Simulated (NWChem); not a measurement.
**F2 (SMILES FF) at PBE0/def2-TZVPP**

Aim: the vertical ionisation energy of F2 at PBE0/def2-TZVPP, from 2 runs. 

The results are computed with NWChem 7.3.0.

2 further runs of the same task are left out: 2 that didn't finish.

### Step 1. The molecule

The species is F2 (2 atoms), meant as a singlet with charge 0. SMILES: `FF`. The coordinates come from a PBE0-D4/def2-TZVP relaxation.

Bond lengths: F1–F2 1.376 Å.

### Step 2. A single-point energy at PBE0/def2-TZVPP

The input, f2.nw:

```
start f2
title "F2 energy"
memory total 2200 mb

geometry noautosym nocenter noautoz
F     -0.583900     0.212400    -0.295000
F      0.583900    -0.212400     0.295000
end

basis spherical bse
F library def2-TZVPP
end

dft
xc pbe0
mult 1
grid fine
convergence energy 1e-08
iterations 100
mulliken
noprint "final vectors analysis"
end

task dft energy
```

Launch:

```bash
$ nwchem f2.nw > f2.out
```

Log:

```text
[...]
          Wavefunction type:  closed shell.
          No. of atoms     :     2
          No. of electrons :    18
[...]
          Charge           :     0
          Spin multiplicity:     1
[...]
          AO basis - number of functions:    62
[...]
              XC Information
              --------------
                         PBE0 Method XC Functional
                     Hartree-Fock (Exact) Exchange  0.250
          PerdewBurkeErnzerhof Exchange Functional  0.750
            Perdew 1991 LDA Correlation Functional  1.000 local
           PerdewBurkeErnz. Correlation Functional  1.000 non-local
[...]
 d= 0,ls=0.0,diis     1   -199.3783061416 -2.31D+02  4.68D-03  6.24D-01     0.4
[...]
 d= 0,ls=0.0,diis     7   -199.4085343195 -7.86D-11  9.01D-09  6.15D-12     2.2
         Total DFT energy =     -199.408534319516
      One electron energy =     -340.189530348559
           Coulomb energy =      130.213778000131
    Exchange-Corr. energy =      -20.592234976266
 Nuclear repulsion energy =       31.159453005178
[...]
      Total Density - Mulliken Population Analysis
     ---------------------------------------------
    Atom       Charge   Shell Charges
 -----------   ------   -------------------------------------------------------
    1 F    9     9.00   0.77  1.20  0.64  1.01  0.36  2.20  2.03  0.78  0.00  0.02  0.00
    2 F    9     9.00   0.77  1.20  0.64  1.01  0.36  2.20  2.03  0.78  0.00  0.02  0.00
[...]
```

Wall time 2.8 s (1 thread of Intel Xeon 6975P-C (Granite Rapids), shared host); peak memory 0.1 GiB.

### Step 3. The doublet cation

The input, f2.nw:

```
start f2
memory 2200 mb
charge 1

geometry units angstroms noautosym nocenter noautoz
   F     -0.583900     0.212400    -0.295000
   F      0.583900    -0.212400     0.295000
end

basis spherical bse
   * library def2-TZVPP
end

dft
   xc pbe0
   mult 2
   grid fine
   convergence energy 1e-08
   maxiter 100
   mulliken
   noprint "final vectors analysis"
end

task dft energy
```

Launch:

```bash
$ nwchem f2.nw > f2.out
```

Log:

```text
[...]
          Wavefunction type:  spin polarized.
          No. of atoms     :     2
          No. of electrons :    17
[...]
          Charge           :     1
          Spin multiplicity:     2
[...]
          AO basis - number of functions:    62
[...]
              XC Information
              --------------
                         PBE0 Method XC Functional
                     Hartree-Fock (Exact) Exchange  0.250
          PerdewBurkeErnzerhof Exchange Functional  0.750
            Perdew 1991 LDA Correlation Functional  1.000 local
           PerdewBurkeErnz. Correlation Functional  1.000 non-local
[...]
 d= 0,ls=0.0,diis     1   -198.8132402116 -2.30D+02  1.76D-03  1.41D-01     0.5
[...]
 d= 0,ls=0.0,diis     7   -198.8317684240 -4.50D-09  1.17D-07  1.85D-10     2.7
[...]
         Total DFT energy =     -198.831768423990
      One electron energy =     -331.316304813391
           Coulomb energy =      121.390785620980
    Exchange-Corr. energy =      -20.065702236756
 Nuclear repulsion energy =       31.159453005178
[...]
      Total Density - Mulliken Population Analysis
     ---------------------------------------------
    Atom       Charge   Shell Charges
 -----------   ------   -------------------------------------------------------
    1 F    9     8.50   0.78  1.19  0.67  1.05  0.28  2.10  1.90  0.49  0.00  0.02  0.00
    2 F    9     8.50   0.78  1.19  0.67  1.05  0.28  2.10  1.90  0.49  0.00  0.02  0.00
[...]
      <S2> =      0.7536 (Exact =     0.7500)
[...]
```

It took 3.3 s on 1 thread of Intel Xeon 6975P-C (Granite Rapids), shared host; peak memory 0.1 GiB.

### Step 4. Results

At PBE0/def2-TZVPP:

| quantity | value |
| --- | --- |
| singlet F2: total energy | -199.40853 Eh |
| singlet F2: dipole moment | 0.00 D |
| doublet cation: total energy | -198.83177 Eh |
| doublet cation: ⟨S²⟩ | 0.754 |
| vertical ionisation energy (to the doublet cation) | 15.695 eV |

In words: The vertical ionisation energy comes to 15.69 eV (1514 kJ/mol).
